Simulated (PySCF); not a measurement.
## Frontier orbitals and the lowest excitations

Species: C₄H₇N.
Cartesian coordinates in Å at the PBE0-D3(BJ)/def2-SVP level; atoms count from 1:
```
atom  x, y, z in Å
C1     2.566    0.437    0.012
C2     1.149    0.151    0.170
C3    -0.032   -0.089    0.306
C4    -1.473   -0.351    0.427
N5    -2.313    0.226   -0.608
H6     2.724    1.349   -0.585
H7     3.053    0.589    0.988
H8     3.088   -0.389   -0.496
H9    -1.639   -1.441    0.449
H10   -1.823    0.014    1.408
H11   -2.007   -0.112   -1.519
H12   -2.177    1.235   -0.632
```

Theory: TDDFT B3LYP/def2-SVPD, vertical, gas phase, core orbitals frozen in the response (PySCF).

Kohn–Sham orbitals with the atoms that hold most of them (Löwdin shares over 4%, at most four atoms; ? is withheld):

```json
{"orbital": "LUMO+2", "ε (eV)": "1.14", "atoms": "C2 24%, C3 24%, C1 13%, C4 12%"}
{"orbital": "LUMO+1", "ε (eV)": "0.64", "atoms": "C1 27%, C2 15%, H7 14%, H8 9%"}
{"orbital": "LUMO", "ε (eV)": "0.25", "atoms": "?"}
{"orbital": "HOMO", "ε (eV)": "-6.78", "atoms": "N5 46%, C3 18%, C2 18%"}
{"orbital": "HOMO-1", "ε (eV)": "-7.05", "atoms": "?"}
{"orbital": "HOMO-2", "ε (eV)": "-7.56", "atoms": "C3 26%, N5 25%, C2 21%, C4 12%"}
{"orbital": "HOMO-3", "ε (eV)": "-10.63", "atoms": "C4 30%, N5 21%, H9 12%, H10 12%"}
```

(1) Which atoms hold the HOMO-1, and with what shares?

(2) Give the leading atoms of the LUMO.

(3) How does S1 compare with the orbital gap of 7.03 eV?

Results:

(1) C2 (bonded to 2 C) 38%; C3 (bonded to 2 C) 37%; C1 (bonded to C and 3 H) 8%; C4 (bonded to C, N and 2 H) 8%.

(2) C2 (bonded to 2 C) 16%; C3 (bonded to 2 C) 14%; C4 (bonded to C, N and 2 H) 14%; C1 (bonded to C and 3 H) 13%.

(3) S1 is at 6.05 eV (f = 0.055), 0.98 eV below the gap, made of HOMO→LUMO (90%). Without the coupling terms of the response equations the lowest excitation would equal the gap.

Next come S2 at 6.16 eV (f 0.0015), HOMO-1→LUMO (68%), HOMO-1→LUMO+1 (19%); S3 at 6.50 eV (f 0.0037), HOMO-1→LUMO+1 (41%), HOMO-1→LUMO (28%), HOMO→LUMO+2 (13%); S4 at 6.51 eV (f 0.0083), HOMO→LUMO+1 (65%), HOMO-1→LUMO+2 (15%); S5 at 6.58 eV (f 0.0013), HOMO→LUMO+2 (66%), HOMO-1→LUMO+1 (16%), HOMO-2→LUMO+2 (10%).

Orbitals of the list HOMO-3 to LUMO+2 that lie within 0.01 eV of each other are written together with a slash and their weights summed (≥ marks a lower bound); for degenerate orbitals outside that list single weights are arbitrary.

Löwdin shares depend on the basis, the more so with diffuse functions.

One conformer stands for the species.
